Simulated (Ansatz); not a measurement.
# Si2H6O: taking an electron away

An exercise on one series of results from a longer session: the logs are not shown, and one member is left open.

Computed with Ansatz 0.2.0, Gaussian basis. Level: unrestricted cation, the program's frozen cores in correlated methods.

Levels to be run: UKS PBE-D4/def2-TZVPP; UKS r2SCAN-D4/def2-TZVPP; UKS PBE0-D4/def2-TZVPP; UKS B3LYP-D4/def2-TZVPP; UKS wB97X-V/def2-TZVPP; UKS wB97M-V/def2-TZVPP; UKS B2PLYP/def2-TZVPP; UHF-CCSD(T)/def2-TZVPP; UHF-MP2/def2-QZVPP; extrapolation to the limit; then −ε(HOMO) from the neutral's earlier runs with LDA (SPW92), PBE-D4, revPBE-D4, BLYP-D4, r2SCAN-D4, B97M-V, PBE0-D4, B3LYP-D4, r2SCANh-D4, r2SCAN0-D4, HSE06-D4, BHLYP-D4, CAM-B3LYP-D4, LC-ωPBE, ωB97X-V, ωB97M-V.

**The geometry**

The geometry comes from an earlier relaxation with PBE0-D4 in a triple-zeta def2 set; it is a stationary point, not always the lowest conformer.

SMILES `O[SiH2][SiH3]`, 9 atoms, charge 0, spin multiplicity 1.

Atoms are counted from 1 here; the program's logs count them from 0.

Bond lengths: O1–Si2 1.654 Å, O1–H4 0.958 Å, Si2–Si3 2.348 Å, Si2–H5 1.493 Å, Si2–H6 1.484 Å, Si3–H7 1.489 Å, Si3–H8 1.491 Å, Si3–H9 1.488 Å. Angles: Si2–O1–H4 117.6°, O1–Si2–Si3 112.4°, O1–Si2–H5 111.3°, O1–Si2–H6 105.5°, Si3–Si2–H5 108.5°, Si3–Si2–H6 110.6°, H5–Si2–H6 108.5°, Si2–Si3–H7 110.0°, Si2–Si3–H8 110.1°, Si2–Si3–H9 111.4°, H7–Si3–H8 108.3°, H7–Si3–H9 108.8°, H8–Si3–H9 108.2°.

The first run:

in.yaml reads:

```yaml
crystal:
  periodic: [false, false, false]
  atoms:
    - {symbol: O, position_ang: [-1.609011, 1.039912, -0.762026]}
    - {symbol: Si, position_ang: [0.004768, 0.933111, -0.415901]}
    - {symbol: Si, position_ang: [0.544166, -1.038426, 0.738615]}
    - {symbol: H, position_ang: [-1.996565, 0.341446, -1.290755]}
    - {symbol: H, position_ang: [0.830649, 0.994491, -1.657769]}
    - {symbol: H, position_ang: [0.311408, 2.125165, 0.412986]}
    - {symbol: H, position_ang: [2.012905, -1.104762, 0.974460]}
    - {symbol: H, position_ang: [0.146239, -2.228223, -0.066242]}
    - {symbol: H, position_ang: [-0.155958, -1.109114, 2.049534]}
basis:
  gaussian: {orbitals: def2-TZVPP}
total_charge: 1
magnetization: {spin_polarized: true, initial_magnetization: 1}
hamiltonian: {xc: pbe, dispersion: d4}
```

Steps of the session up to this table: Cation, UKS PBE-D4/def2-TZVPP; Cation, UKS r2SCAN-D4/def2-TZVPP; Cation, UKS PBE0-D4/def2-TZVPP; Cation, UKS B3LYP-D4/def2-TZVPP; Cation, UKS wB97X-V/def2-TZVPP; Cation, UKS wB97M-V/def2-TZVPP; Cation, UKS B2PLYP (frozen core)/def2-TZVPP; Cation, UHF-CCSD(T)/def2-TZVPP; Cation, UHF-MP2/def2-QZVPP.

One table of the session follows, with a row left open; its other results are not shown here.

It belongs to the step «Ionisation energies side by side». For comparison, −ε(HOMO) of the neutral from earlier runs:

| functional | −ε(HOMO) (eV) |
| --- | --- |
| LDA (SPW92) | 6.72 |
| PBE-D4 | 6.63 |
| revPBE-D4 | 6.60 |
| BLYP-D4 | ? |
| r2SCAN-D4 | 6.92 |
| B97M-V | 7.05 |
| PBE0-D4 | 7.86 |
| B3LYP-D4 | 7.67 |
| r2SCANh-D4 | 7.37 |
| r2SCAN0-D4 | 8.04 |
| HSE06-D4 | 7.47 |
| BHLYP-D4 | 8.99 |
| CAM-B3LYP-D4 | 9.18 |
| LC-ωPBE | 10.47 |
| ωB97X-V | 10.16 |
| ωB97M-V | 9.94 |

Q: Estimate the row for BLYP-D4 from the others.

Worked estimate for «−ε(HOMO) (eV)». Against the share of exact exchange, B3LYP-D4 (0.2, 7.67), BHLYP-D4 (0.5, 8.99) give a slope of 4.40 per unit share; at 0 the line stands at 6.79.

**Answer.** −ε(HOMO) (eV): 6.53. In «−ε(HOMO) (eV)» the line misses by +0.26.

To keep in mind: The cation may have settled in a state other than its lowest; no search over hole states beyond the program's own was made.
